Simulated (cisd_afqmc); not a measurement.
Input (AFQMC/CISD/aug-cc-pVDZ; cisd_afqmc is a phaseless AFQMC code with CISD trial states that reads the integrals written by Ansatz):

Ansatz 0.2 input:
```python
import cisd_afqmc

open("ham.yaml", "w").write("""\
crystal:
  periodic: [false, false, false]
  atoms:
    - {symbol: N, position_ang: [-0.00000000, -0.00000000, -0.56338698]}
    - {symbol: O, position_ang: [0.00000000, 0.00000000, 0.49296360]}
basis:
  gaussian:
    orbitals: aug-cc-pVDZ
total_charge: 1
magnetization: {spin_polarized: false}
correlation: {method: ccsd, electrons: outside_noble_gas, hamiltonian_folder: ham}
""")
rep = cisd_afqmc.ansatz("ham.yaml")
e_ccsd = rep["correlation"]["coupled_cluster"]["energy"]["hartree"]
out = cisd_afqmc.run("ham", e_ccsd, trial="CISD", walkers=200, populations=8, threads=8, dt=0.005, steps=40, early=24, settle=10, least=32,
    cut=5e-5, rank_cut=2e-4, target=0.0004, seconds=1500, seed=1, memory=17280, gpu=False)
```

Output:

```
orbitals 44, occupied [5], factors 249 of 453, rank of the doubles 99 of 195
E(HF) = -128.935062
E(CCSD) on the cut factors = -129.275529, shift to the whole factors -0.000007
Energy of the trial state on the determinant = -129.275559
  tau behind 7.2 of longer steps, mean of the populations' last blocks
   2.0  -129.29157
   4.0  -129.29215
   6.0  -129.28821
   8.0  -129.29007
  10.0  -129.29039
  12.0  -129.29437
  14.0  -129.29165
blocks 697 (4 outliers left out), error by blocks joined: 1: 0.00023, 2: 0.00027, 4: 0.00032, 8: 0.00036, 16: 0.00039
E(AFQMC/CISD) = -129.29067 +/- 0.00039
```
